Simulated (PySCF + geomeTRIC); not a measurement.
Species: C5H5N, SMILES `c1ccncc1` (charge 0, multiplicity 1).

### Question
Give a relaxed geometry from TPSS-D3(BJ)/def2-SVP (PySCF + geomeTRIC).

### Answer
the end point of this relaxation (outside a Z-matrix the atoms follow the SMILES, hydrogens last).
Z-matrix (Å, degrees):
```
C
H 1 1.0955
C 1 1.4012 2 120.75
H 3 1.0951 1 121.20 2 -0.01
C 1 1.4012 2 120.75 3 179.99
H 5 1.0951 1 121.19 2 0.00
C 3 1.4034 4 120.38 1 179.98
N 7 1.3430 3 123.66 4 180.00
C 8 1.3430 7 117.36 3 0.02
H 7 1.0989 8 116.16 9 -179.99
H 9 1.0989 8 116.17 7 -180.00
```
